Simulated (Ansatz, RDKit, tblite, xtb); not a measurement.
## C2H4F2 (1,2-difluoroethane): the HOMO–LUMO gap, rung by rung

C2H4F2 has 8 atoms, charge 0, and is taken as a singlet. SMILES: `FCCF`. The coordinates come from a PBE0-D4/def2-TZVP relaxation. This is one conformer, not always the lowest.

```
atom    x (Å)    y (Å)    z (Å)
   F  -1.3124   0.7756   0.8740
   C  -0.1158   0.7161   0.1932
   C   0.2179  -0.6961  -0.1774
   F  -0.6181  -1.1533  -1.1728
   H  -0.2012   1.3378  -0.7028
   H   0.6703   1.1180   0.8419
   H   1.2489  -0.7425  -0.5448
   H   0.1104  -1.3556   0.6888
```

Each level gives the HOMO–LUMO gap (eV). The values are calculated.

```tsv
level	kind	program	value (eV)
extended Hückel	semi-empirical	RDKit	17.42
GFN2-xTB	semi-empirical	tblite	12.68
GFN0-xTB	semi-empirical	xtb	7.71
GFN1-xTB	semi-empirical	tblite	9.39
HF/def2-SVPD	Hartree–Fock	Ansatz	16.67
SVWN5/def2-SVPD	LDA	Ansatz	8.02
BLYP/def2-SVPD	GGA	Ansatz	7.82
PBE/def2-SVPD	GGA	Ansatz	7.91
revPBE/def2-SVPD	GGA	Ansatz	7.83
r2SCAN/def2-SVPD	meta-GGA	Ansatz	9.16
```

The values span 7.71 to 17.42 eV. Orbital gaps aren't excitation energies; they tend to grow with the share of exact exchange.
